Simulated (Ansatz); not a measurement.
**Scandium, hcp under PBE: how the plane-wave cutoff moves the result**

How high must the plane-wave cutoff be for energy and pressure to settle? The geometry was relaxed under PBE beforehand and stays fixed; 9 values are run, from 150 to 800 eV. Wanted are the values from which on the energy stays within 10 and 1 meV/atom, and the pressure within 0.5 GPa, of the last run. Within the series other settings stay, but some runs also write fields, which adds to their time. Spin polarisation is left out.

Program: Ansatz 0.2.0. Level of theory: DFT PBE, plane waves with PAW, scalar-relativistic. These are calculated values, not measurements.

### Step 1. Starting point

Symmetry: P6_3/mmc, No. 194, hexagonal system. The conventional cell has a = 3.319 Å, b = 3.319 Å, c = 5.184 Å, α = 90.00°, β = 90.00°, γ = 120.00°. Sc (site symmetry -6m2) is surrounded by 12 Sc at 3.22 to 3.32 Å.

Coordinates:

```
CELL_PARAMETERS angstrom
3.31936 0.00000 0.00000
-1.65968 2.87465 0.00000
0.00000 0.00000 5.18426
ATOMIC_POSITIONS crystal
Sc 0.33333 0.66667 0.25000
Sc 0.66667 0.33333 0.75000
```

### Step 2. A run at the usual settings, for scale

Input file input.yaml:

```yaml
crystal:
  lattice:
    - [3.3193628924, 0.0, 0.0]
    - [-1.6596814462, 2.8746525892, 0.0]
    - [0.0, 0.0, 5.1842605006]
  atoms:
    - { symbol: Sc, position: [0.3333333333, 0.6666666667, 0.25] }
    - { symbol: Sc, position: [0.6666666667, 0.3333333333, 0.75] }
hamiltonian:
  xc: pbe
  pseudopotentials:
    kind: paw
    azcp:
      Sc: "pseudopotentials/Sc.paw.azcp"
basis:
  ecutwfc: 420
  fft_grid_basis: typed
kpoints:
  mp_grid: { grid: [18, 18, 10], shift: [0, 0, 0] }
magnetization:
  spin_polarized: false
scf:
  occupations: { method: fermi_dirac, width: 0.1 }
  lower_state_search: "off"
output:
  stress: true
```

The run is started by

```
$ ansatz run input.yaml --threads 1 --pin off --max-ram 3584MiB --backend cpu --events-out ev --progress --plain --runs-dir out
```

### Step 3. Cutoff 150 eV

The run at 150 eV.

Changes to input.yaml since step 2:

```diff
@@ -15,6 +15,6 @@
 basis:
-  ecutwfc: 420
+  ecutwfc: 150
   fft_grid_basis: typed
 kpoints:
-  mp_grid: { grid: [18, 18, 10], shift: [0, 0, 0] }
+  mp_grid: { grid: [11, 11, 6], shift: [0, 0, 0] }
 magnetization:
```

### Step 4. Cutoff 200 eV

The run at 200 eV.

Changes to input.yaml since step 3:

```diff
@@ -15,3 +15,3 @@
 basis:
-  ecutwfc: 150
+  ecutwfc: 200
   fft_grid_basis: typed
@@ -26 +26,5 @@
   stress: true
+  write_density: true
+  write_potential: true
+  elf: true
+  volumetric_format: npy
```

### Step 5. Cutoff 250 eV

The run at 250 eV.

Changes to input.yaml since step 4:

```diff
@@ -15,3 +15,3 @@
 basis:
-  ecutwfc: 200
+  ecutwfc: 250
   fft_grid_basis: typed
```

### Step 6. Cutoff 300 eV

The run at 300 eV.

Changes to input.yaml since step 5:

```diff
@@ -15,3 +15,3 @@
 basis:
-  ecutwfc: 250
+  ecutwfc: 300
   fft_grid_basis: typed
```

### Step 7. Cutoff 350 eV

The run at 350 eV.

Changes to input.yaml since step 6:

```diff
@@ -15,3 +15,3 @@
 basis:
-  ecutwfc: 300
+  ecutwfc: 350
   fft_grid_basis: typed
@@ -26,5 +26 @@
   stress: true
-  write_density: true
-  write_potential: true
-  elf: true
-  volumetric_format: npy
```

### Step 8. Cutoff 420 eV

The run at 420 eV.

Changes to input.yaml since step 7:

```diff
@@ -15,3 +15,3 @@
 basis:
-  ecutwfc: 350
+  ecutwfc: 420
   fft_grid_basis: typed
```

### Step 9. Cutoff 500 eV

The run at 500 eV.

Changes to input.yaml since step 8:

```diff
@@ -15,3 +15,3 @@
 basis:
-  ecutwfc: 420
+  ecutwfc: 500
   fft_grid_basis: typed
```

### Step 10. Cutoff 600 eV

The run at 600 eV.

Changes to input.yaml since step 9:

```diff
@@ -15,3 +15,3 @@
 basis:
-  ecutwfc: 500
+  ecutwfc: 600
   fft_grid_basis: typed
```

### Step 11. Cutoff 800 eV

The run at 800 eV.

Changes to input.yaml since step 10:

```diff
@@ -15,3 +15,3 @@
 basis:
-  ecutwfc: 600
+  ecutwfc: 800
   fft_grid_basis: typed
```

(Steps that only read results are left out.)

What does the calculation give?

As calculated:

```
                                                                     quantity                                 value
                                  E(σ → 0) stays within 10 meV/atom of 800 eV                        from 350 eV on
                                             E(σ → 0) stays within 1 meV/atom                        from 420 eV on
                                                pressure stays within 0.5 GPa                        from 200 eV on
                                                           pressure at 800 eV                             -0.03 GPa
                                              CPU time, dearest over cheapest                                   6.6
run at the usual settings (mesh 18×18×10 against the series' 11×11×6, 420 eV)  +0.8 meV/atom from 800 eV, -0.03 GPa
```

**Reading.** The far end, 150 eV, lies +13782 meV/atom and +2.4 GPa from the yardstick. Each step up in cutoff lowers the energy. Total energies within 1 meV/atom need 420 eV; differences between like structures often settle sooner.
